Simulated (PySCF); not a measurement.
Ionisation and electron attachment of `BC` (CH5B)

Molecule: `BC` (CH5B). Optimised structure (Å), atoms numbered from 1:
```
B     0.8754    0.0990    0.0027
C    -0.6637   -0.0978   -0.0696
H     1.6096   -0.8278    0.2670
H     1.3712    1.1961   -0.1329
H    -0.9817    0.0619    0.9841
H    -0.9936   -1.1138   -0.3315
H    -1.2056    0.6511   -0.6653
```

Computed at ωB97X-D3(BJ)/ma-def2-TZVP // PBE0-D3(BJ)/ma-def2-SVP with PySCF (density fitting, grid level 2). The prefix ma- adds one diffuse s and one diffuse p function on all atoms but H. ωB97X-D3(BJ) is ωB97X-V with D3(BJ) in place of VV10. Zero-point and thermal terms (298.15 K, 1 bar) come from unscaled PBE0-D3(BJ)/ma-def2-SVP harmonic frequencies, with soft modes damped to free rotors in the entropy.

Frontier levels of the parent: HOMO -11.57 eV, LUMO 0.70 eV.

Oxidation to the radical cation:
* Vertical ionisation energy (electronic): 11.96 eV
* Adiabatic ionisation energy (with zero-point energy): 10.98 eV
* Adiabatic, electronic part: 11.16 eV
* Vertical gap at the product's structure: 9.78 eV
* Inner reorganisation energy (four-point): 2185 meV
* Relaxation of product / of parent: 804 / 1382 meV
* ⟨S²⟩ of the product: 0.754
* Largest spin populations: B1 0.37, H (on B1) 0.28, H (on B1) 0.27
* Largest changes of atomic charge: B1 0.26, H (on B1) 0.25, H (on B1) 0.24, H (on C2) 0.10
* Distances that move most (Å): B1–C2 1.553 → 1.475; B1–H 1.212 → 1.285; B1–H 1.212 → 1.282; C2–H 1.100 → 1.110

Reduction to the radical anion:
```
Vertical electron affinity (electronic)              : -0.58 eV
Adiabatic electron affinity (with zero-point energy) : -0.45 eV
Adiabatic, electronic part                           : -0.53 eV
Vertical gap at the product's structure              : -0.36 eV
⟨S²⟩ of the product                                  : 0.751
Largest spin populations                             : B1 0.99
Largest changes of atomic charge                     : B1 -0.78, H (on C2) -0.09
Distances that move most (Å)                         : B1–C2 1.553 → 1.615; B1–H 1.212 → 1.231; B1–H 1.212 → 1.230; C2–H 1.100 → 1.105
```

Known limits: the gas-phase radical anion comes out unbound at this level, so its gas-phase values hang on the basis; a negative vertical affinity means that the electron isn't bound at that structure, so the value and what is derived from it hang on the basis.

Structures, frequencies and single points took 2.7 min of wall time on 1 thread of Arm Neoverse V1 (shared host), launched as `OMP_NUM_THREADS=1 python redox_run.py task.json out`.
